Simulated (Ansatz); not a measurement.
[CH3···H···NH], triplet along the distance C1-H5

Starting geometry:

```xyz
7

C    -1.3382    0.0326    0.0000
H    -1.7014    1.0599    0.0000
H    -1.7014   -0.4811    0.8897
H    -1.7014   -0.4811   -0.8897
H    -0.2486    0.0326    0.0000
N     1.4118    0.0326    0.0000
H     1.6809   -0.9716    0.0000
```

From there H5 is moved from one fragment to the other while all else, the fragments' distance too, stays fixed, so the hump isn't the reaction's barrier; atoms are numbered as listed. Energies are in eV, counted from the starting geometry at the same level.

Basis cc-pVDZ; Ansatz 0.2.0. Only valence electrons are correlated (noble-gas cores frozen). Prefix R: restricted or restricted open-shell reference; prefix U: unrestricted.

Full CI isn't at hand for all of this; UCCSDT(Q) serves as the reference, and is uncertain by about the last step of the cluster series. The frozen core follows each run's orbitals, which can shift R against U totals by a few meV.

```json
{"distance C1-H5 (Å)": "1.090", "UCCSDT(Q)": "0.000", "error RMP2": "0.000", "error UMP2": "0.000", "error RCCSD": "0.000", "error RCCSDT": "0.000", "error UCCSDT": "0.000", "error RCCSDT(Q)": "0.000"}
{"distance C1-H5 (Å)": "1.178", "UCCSDT(Q)": "0.129", "error RMP2": "0.019", "error UMP2": "0.018", "error RCCSD": "0.014", "error RCCSDT": "0.001", "error UCCSDT": "0.001", "error RCCSDT(Q)": "0.000"}
{"distance C1-H5 (Å)": "1.355", "UCCSDT(Q)": "0.666", "error RMP2": "0.073", "error UMP2": "0.083", "error RCCSD": "0.054", "error RCCSDT": "0.004", "error UCCSDT": "0.004", "error RCCSDT(Q)": "0.000"}
{"distance C1-H5 (Å)": "1.533", "UCCSDT(Q)": "0.895", "error RMP2": "0.037", "error UMP2": "0.089", "error RCCSD": "0.061", "error RCCSDT": "0.006", "error UCCSDT": "0.005", "error RCCSDT(Q)": "0.000"}
{"distance C1-H5 (Å)": "1.710", "UCCSDT(Q)": "0.819", "error RMP2": "-0.008", "error UMP2": "-0.006", "error RCCSD": "0.014", "error RCCSDT": "0.002", "error UCCSDT": "0.002", "error RCCSDT(Q)": "0.000"}
```

Errors are those of relative energies. In total energy the starting point itself misses UCCSDT(Q) by: RMP2 1.355, UMP2 1.352, RCCSD 0.197, RCCSDT 0.009, UCCSDT 0.008, RCCSDT(Q) 0.001 eV.

Spread of the error over the points with a reference, to 1.710 Å (largest less smallest): RCCSDT(Q) 0.000, UCCSDT 0.005, RCCSDT 0.006, RCCSD 0.061, RMP2 0.081, UMP2 0.095 eV.
